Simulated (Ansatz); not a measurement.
**ClF (chlorine monofluoride): the vertical energy of the triplet above the singlet from total energies**

ClF has 2 atoms, charge 0, and is taken as a singlet. SMILES: `FCl`. The shape is that of a PBE0-D4/def2-TZVP optimisation.

```jsonl
{"atom": "F", "x (Å)": "0.0000", "y (Å)": "0.0000", "z (Å)": "0.0313"}
{"atom": "Cl", "x (Å)": "0.0000", "y (Å)": "0.0000", "z (Å)": "1.6510"}
```

Both states at this one shape; open shells run unrestricted unless said. 1 Eh = 27.2114 eV.

```
                              level  program  singlet ClF (Eh)  triplet ClF (Eh)
                       wB97X/STO-3G   Ansatz       -553.488109       -553.341430
CCSD/STO-3G, 6 core orbitals frozen   Ansatz       -552.574937       -552.407339
```

Q: Work out the vertical gap, second state less first, at each level.

A: 
1. wB97X/STO-3G: -553.341430 − (-553.488109) = 0.146679 Eh = 3.99 eV.
2. CCSD/STO-3G: -552.407339 − (-552.574937) = 0.167598 Eh = 4.56 eV.

No measured value is set beside it here; the levels span 3.99 to 4.56 eV. Minimal sets are far from the basis-set limit.
